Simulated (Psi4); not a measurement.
This Psi4 input (PBE/6-311+G**) gives -134.38001 Eh with 102 basis functions.

```
memory 8100 MB

molecule {
-1 1
C    -0.01250278   -0.16829834    1.14391076
N     0.06210633    0.65089648    0.00291556
C    -0.01858037   -0.15746407   -1.14536995
H     0.80260144   -0.95701479    1.22954715
H     0.04682900    0.42338074    2.07234418
H    -0.96149308   -0.78871542    1.23502697
H     0.79603786   -0.94531417   -1.24279419
H     0.03583597    0.44297756   -2.06846351
H    -0.96805666   -0.77701480   -1.23731438
}

set {
  basis 6-311+g**
  scf_type df
}

energy('pbe')
print_variables()
```

Change:
```diff
- basis 6-311+g**
+ basis 6-311++g(3df,3pd)
```

Q: What does the run give now?

A: -134.39267 Eh (PBE/6-311++G(3df,3pd), 225 functions), a change of -12.66 mEh.
